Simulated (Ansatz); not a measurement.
C3H5FO can be A, `CC1(F)CO1`, or B, `FC1CCO1`.

Isolated molecules relaxed with PBE0-D4/def2-TZVP in Ansatz; ΔE leaves out vibrations. CCSD(T)/CBS adds triple-zeta CCSD(T) − MP2 to the extrapolated MP2 energy (def2 sets, frozen cores). Functionals use def2-TZVPP.

A:

```xyz
10

C    -1.233   -0.100   -0.271
C     0.064    0.271    0.362
F    -0.030    1.461    1.018
C     1.388   -0.117   -0.092
O     0.758   -0.693    1.066
H    -1.133   -1.047   -0.800
H    -1.547    0.674   -0.974
H    -1.998   -0.203    0.501
H     1.508   -0.790   -0.937
H     2.222    0.543    0.127
```

B:

Z-matrix (Å, degrees):
```
C
C 1 1.523
F 1 1.371 2 113.3
O 1 1.398 2 92.8 3 114.6
H 1 1.094 2 119.9 3 -127.0
C 2 1.530 1 84.1 3 -111.8
H 2 1.088 1 113.6 3 4.5
H 2 1.089 1 114.9 3 132.7
H 6 1.093 2 116.2 1 112.0
H 6 1.092 2 116.0 1 -116.8
```

Problem. Which is lower in electronic energy at CCSD(T)/CBS, and by how much? (An estimate is asked.)

Solution. Computed: B, by 0.9 kcal/mol.

Problem. Give E(B) − E(A) in kcal/mol with LDA (SPW92), CCSD/def2-TZVPP, MP2/def2-TZVPP, B2PLYP, CCSD(T)/def2-TZVPP, PBE0-D4, PBE-D4. (Estimate.)

Solution. The calculation gave: LDA (SPW92) -0.7, CCSD/def2-TZVPP -1.4, MP2/def2-TZVPP 0.1, B2PLYP -0.2, CCSD(T)/def2-TZVPP -1.1, PBE0-D4 -0.5, PBE-D4 0.4. The order is the other way round with PBE-D4.

Problem. Does the order hold for the free energy at 298.15 K (harmonic terms from PBE0-D4)? (Best estimate.)

Solution. Ansatz gave: Too close to call: G(B) − G(A) = +0.4 kcal/mol.

Largest T1 diagnostic: 0.012.

Leaving LDA and LC-ωPBE aside and taking each functional with its dispersion term where it has one, the values, not all of them listed here, spread over 3.1 kcal/mol, from BHLYP-D4 to B97M-V. LDA lies −1.2 kcal/mol from PBE without D4. From BLYP to BHLYP (50 % exact exchange), in def2-TZVPP and without D4, E(B) − E(A) moves by −2.0 kcal/mol.
